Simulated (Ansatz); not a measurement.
The input, for Ansatz 0.2.0:

```yaml
crystal:
  periodic: [false, false, false]
  atoms:
    - {symbol: C, position_ang: [-2.090870, 0.000000, 0.000000]}
    - {symbol: H, position_ang: [-2.454076, 1.027301, 0.000000]}
    - {symbol: H, position_ang: [-2.454076, -0.513650, 0.889668]}
    - {symbol: H, position_ang: [-2.454076, -0.513650, -0.889669]}
    - {symbol: H, position_ang: [-0.271870, 0.000000, 0.000000]}
    - {symbol: Si, position_ang: [1.168130, 0.000000, 0.000000]}
basis:
  gaussian: {orbitals: cc-pVDZ}
magnetization: {spin_polarized: true, initial_magnetization: 2}
hamiltonian: {xc: {name: r2SCAN}}
output: {forces: true}
```

```sh
$ ansatz run in.yaml --threads 1 --pin off --events-out ev --progress --plain --max-ram 2393MiB
```

The program prints:

```
650 factors; their error is unknown
mean field evaluation 1: about -8964.4424 eV, gradient 3.6e1 eV
mean field evaluation 2: about -8877.6312 eV, gradient 7.5e1 eV
mean field evaluation 4: about -8968.8040 eV, gradient 1.8e1 eV
mean field evaluation 8: about -8972.5386 eV, gradient 5.3e0 eV
mean field evaluation 16: about -8972.8536 eV, gradient 1.6e-3 eV
mean field evaluation 32: about -8972.8537 eV, gradient 6.4e-3 eV
mean field evaluation 64: about -8970.4378 eV, gradient 1.3e1 eV
mean field evaluation 96: about -8972.0078 eV, gradient 4.5e0 eV
mean field evaluation 128: about -8972.4810 eV, gradient 4.2e0 eV
mean field -8972.85366002 eV, -329.7462899871 hartree, gradient 1.9e-9 eV, S^2 2.014475; 9 other end points of the search recorded, 0 dependent functions left out
the calculation of the forces begins
reference -8972.85367028 eV, -329.7462903642 hartree; 13, 11 occupied and 39, 41 virtual orbitals, 650 factors
Total energy: -8972.85367028 eV, -329.7462903642 hartree
Atom 0 at    -2.090870     0.000000     0.000000 Å, force    -1.249594    -0.005551     0.000000 eV/Å
Atom 1 at    -2.454076     1.027301     0.000000 Å, force     0.384724     0.544971    -0.000000 eV/Å
Atom 2 at    -2.454076    -0.513650     0.889668 Å, force     0.400327    -0.258448     0.477092 eV/Å
Atom 3 at    -2.454076    -0.513650    -0.889669 Å, force     0.400327    -0.258448    -0.477092 eV/Å
Atom 4 at    -0.271870     0.000000     0.000000 Å, force    -2.797026    -0.046923    -0.000000 eV/Å
Atom 5 at     1.168130     0.000000     0.000000 Å, force     2.861241     0.024401    -0.000000 eV/Å
Dipole moment:    -0.111535    -0.002892    -0.000000 e Å
```

Forces (eV/Å):
```
C   -1.250 -0.006  0.000
H    0.385  0.545  0.000
H    0.400 -0.258  0.477
H    0.400 -0.258 -0.477
H   -2.797 -0.047  0.000
Si   2.861  0.024  0.000
```

Ran on 1 thread of Arm Neoverse V2, shared host: 49 s wall, 0.21 GiB peak host memory.
